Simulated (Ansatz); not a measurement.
Basis-set series for C2H3F, SMILES `C=CF`. Total charge 0; spin multiplicity 1. Geometry: relaxed with PBE0-D4/def2-TZVP.

```xyz
6

C     0.358    0.550    0.248
C    -0.253   -0.519   -0.219
F    -1.568   -0.544   -0.457
H    -0.182    1.463    0.461
H     1.424    0.514    0.422
H     0.220   -1.465   -0.455
```

```
functional       basis  functions  energy (Eh)  HOMO (eV)  LUMO (eV)
   PBE0-D4    def2-SVP         57   -177.49776      -7.64       0.54
   PBE0-D4  def2-QZVPP        261   -177.71834      -7.78       0.16
   ωB97M-V    def2-SVP         57   -177.61740      -9.92       2.85
   ωB97M-V  def2-QZVPP        261   -177.84532     -10.08       2.22
```

Problem. Give the rows for def2-TZVPP. (An estimate is asked.)

Solution. Computed: 
```csv
functional,basis,functions,energy (Eh),HOMO (eV),LUMO (eV)
PBE0-D4,def2-TZVPP,135,-177.70865,-7.75,0.26
ωB97M-V,def2-TZVPP,135,-177.83600,-10.05,2.43
```

Positive LUMOs are unbound and depend on the basis.
